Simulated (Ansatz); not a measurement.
Working through vertical and adiabatic energies of changing the electron count of BF2, SMILES F[B]F

Computed with Ansatz 0.2.0 through its Python package.

Notebook, run cell by cell (the value of a cell's last expression is shown):

**Cell 1**
```python
import itertools

import ansatz as az
from ase.data import atomic_numbers, covalent_radii
import numpy as np
```

**Cell 2**
```python
molecule = (
    az.Crystal.molecule()
    .atom("F", (0.5862, -1.1888, 0.1833))
    .atom("B", (0.3123, 0.28, 0.2042))
    .atom("F", (-0.9094, 0.8439, -0.4008))
)
```

**Cell 3**
```python
setup = (
    molecule.calculation()
    .basis(gaussian="6-31G*")
    .functional("b3lyp")
    .spin("collinear", total=1)
)
symbols = [site.symbol for site in molecule.cartesian_sites]
start = np.array([site.position_ang for site in molecule.cartesian_sites], dtype=float)
report = setup.relax(force_tolerance=0.01).run(threads=1).report
end = np.array(report["positions_ang"])
```

**Cell 4**
```python
minimum = az.Crystal.molecule()
for symbol, place in zip(symbols, end):
    minimum = minimum.atom(symbol, place.tolist())
ion = (
    minimum.calculation()
    .basis(gaussian="6-31G*")
    .functional("b3lyp")
    .charge(1)
)
vertical = ion.run(threads=1).report
settled = ion.relax(force_tolerance=0.01, max_steps=80).run(threads=1).report
print(f"vertical ionisation energy   {vertical['free_energy_ev'] - report['free_energy_ev']:.3f} eV")
print(f"adiabatic, no zero point     {settled['free_energy_ev'] - report['free_energy_ev']:.3f} eV")
print(f"relaxation energy of the ion {vertical['free_energy_ev'] - settled['free_energy_ev']:.3f} eV")
ionised = np.array(settled["positions_ang"])
radius = [covalent_radii[atomic_numbers[s]] for s in symbols]
span = lambda where, i, j: np.linalg.norm(where[i] - where[j])
bonded = [(i, j) for i, j in itertools.combinations(range(len(symbols)), 2) if min(span(end, i, j), span(ionised, i, j)) < 1.2 * (radius[i] + radius[j])]
print("pair        before    after (A)")
for i, j in bonded:
    print(f"{symbols[i]}{i}-{symbols[j]}{j}".ljust(10), f"{span(end, i, j):8.4f} {span(ionised, i, j):8.4f}")
```
Output:
```text
vertical ionisation energy   10.158 eV
adiabatic, no zero point     8.479 eV
relaxation energy of the ion 1.679 eV
pair        before    after (A)
F0-B1        1.3150   1.2338
B1-F2        1.3150   1.2338
```

The energies are electronic: no zero-point or thermal terms, and the basis set is short of its limit. The product may relax into another structure. Each relaxation finds its nearest minimum, which needn't be the lowest. The run takes the species as open-shell (spin multiplicity 2), which needn't be its ground state. b3lyp holds the VWN-RPA fit, as in Gaussian; the form of ORCA and Turbomole is b3lyp5. Only the spin states typed were run; another state of an ion can lie lower, by up to an eV or two. Run time: 12 s on 1 thread of Arm Neoverse V1, on a shared host, peak memory 0.17 GiB.
